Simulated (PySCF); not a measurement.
# CCl⁺, HF: how much the basis matters

PySCF, RHF reference; singlet, unpaired electrons none; De to C⁺ + Cl without counterpoise correction.

```csv
basis,relativity,functions,Re (Å),ωe (cm⁻¹),De (eV),μ (D)
cc-pVDZ/cc-pV(D+d)Z,no relativity,37,1.524,1299,4.12,-0.25
aug-cc-pVDZ/aug-cc-pV(D+d)Z,no relativity,55,1.528,1282,4.17,-0.12
def2-TZVPPD,no relativity,88,1.518,1276,4.32,-0.04
```

Task: How does each smaller set differ from the one with most functions, def2-TZVPPD?

Result: cc-pVDZ/cc-pV(D+d)Z: +0.6 pm, +1.8 % in ωe, -0.20 eV in De; aug-cc-pVDZ/aug-cc-pV(D+d)Z: +1.0 pm, +0.5 % in ωe, -0.15 eV in De. All at HF; the set with most functions is neither the basis-set limit nor always the best.

A positive dipole points towards Cl; it is taken about the centre of mass and depends on that origin. For an ion De counts to the pair picked by the measured ionisation energies or electron affinities, which need not be the lowest pair at this level. Where the molecule has an RHF reference, its open-shell atoms are computed with UHF. Hartree–Fock leaves out correlation, which carries a large part of most bond energies and some tenths to 1 eV of ionisation energies.
